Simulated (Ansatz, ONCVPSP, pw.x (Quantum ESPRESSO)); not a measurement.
**What a changed setting does to a pw.x run (bcc P)**

Potential: optimised norm-conserving Vanderbilt (ONCV), ONCVPSP 4.0.1.1 (patched build), PBEsol; core [Ne], reference 3s2 3p3; waves: 3s: rc 1.35 bohr, ncon 3, nbas 7, qcut 6.1 1/bohr, 1 projector; 3p: rc 2.00 bohr, ncon 4, nbas 7, qcut 4.6 1/bohr, 2 projectors, debl 3.6 Ha; d scattering state at 0.31 Ha: rc 2.00 bohr, ncon 3, nbas 8, qcut 5.1 1/bohr, 2 projectors, debl 3.2 Ha; local part: polynomial inside 0.90 bohr (lpopt 4, dvloc0 4 Ha); core correction: Teter function, fcfact 3, rcfact 1.55.

The reference run (k-mesh 15³, cutoffs 50/200 Ry, Fermi–Dirac 0.01 Ry, mixing_beta 0.4, conv_thr 1e-9, no spin) gives -1.70 GPa at 13.798 Å³/atom, where all-electron LAPW gives -1.04 GPa. This run, with its own iteration cap, changes nbnd to 15.

```
&control
  calculation='scf', prefix='x', pseudo_dir='./', outdir='./tmp', tstress=.true., disk_io='none'
/
&system
  ibrav=0, nat=1, ntyp=1, ecutwfc=50, ecutrho=200, nbnd=15,
  occupations='smearing', smearing='fd', degauss=0.01
/
&electrons
  conv_thr=1e-09, mixing_beta=0.4, electron_maxstep=60
/
ATOMIC_SPECIES
P 1.0 P.UPF
CELL_PARAMETERS angstrom
  -1.51095681 1.51095681 1.51095681
  1.51095681 -1.51095681 1.51095681
  1.51095681 1.51095681 -1.51095681
ATOMIC_POSITIONS crystal
P 0.0000 0.0000 0.0000
K_POINTS automatic
15 15 15 0 0 0
```

```bash
pw.x < P.scf.in > P.scf.out
```

Q: How does the run end?

A: It converges in 5 iterations; the free energy moves by +0.0 meV/atom and the pressure by +0.01 GPa. The result is that of the reference run.

```
Message from routine setup:
     using ibrav=0 with symmetry is DISCOURAGED, use correct ibrav instead
     lattice parameter (alat)  =       4.9455  a.u.
     unit-cell volume          =      93.1135 (a.u.)^3
     number of electrons       =         5.00
     number of Kohn-Sham states=           15
     kinetic-energy cutoff     =      50.0000  Ry
     charge density cutoff     =     200.0000  Ry
     scf convergence threshold =      1.0E-09
     Exchange-correlation= PBESOL
     number of k points=   120  Fermi-Dirac smearing, width (Ry)=  0.0100
     iteration #  1     ecut=    50.00 Ry     beta= 0.40
     total energy              =     -14.10935401 Ry
     estimated scf accuracy    <       0.00233964 Ry
     iteration #  2     ecut=    50.00 Ry     beta= 0.40
     total energy              =     -14.10918111 Ry
     estimated scf accuracy    <       0.00067118 Ry
     iteration #  3     ecut=    50.00 Ry     beta= 0.40
     total energy              =     -14.10922632 Ry
     estimated scf accuracy    <       0.00001025 Ry
     iteration #  4     ecut=    50.00 Ry     beta= 0.40
     total energy              =     -14.10922660 Ry
     estimated scf accuracy    <       0.00000001 Ry
     iteration #  5     ecut=    50.00 Ry     beta= 0.40
     the Fermi energy is    11.7629 ev
!    total energy              =     -14.10922660 Ry
     estimated scf accuracy    <          7.6E-10 Ry
     smearing contrib. (-TS)   =      -0.00203420 Ry
     The total energy is F=E-TS. E is the sum of the following terms:
     one-electron contribution =       6.18061931 Ry
     hartree contribution      =       0.18865233 Ry
     xc contribution           =      -4.54451118 Ry
     ewald contribution        =     -15.93195286 Ry
     convergence has been achieved in   5 iterations
          total   stress  (Ry/bohr**3)                   (kbar)     P=      -16.94
     Message from routine punch:
     Nothing written, as per user request (disk_io='none')
```

The run took about 16 s on one core of a shared host (Neoverse-N1, 64 threads, 124 GiB, load 41).
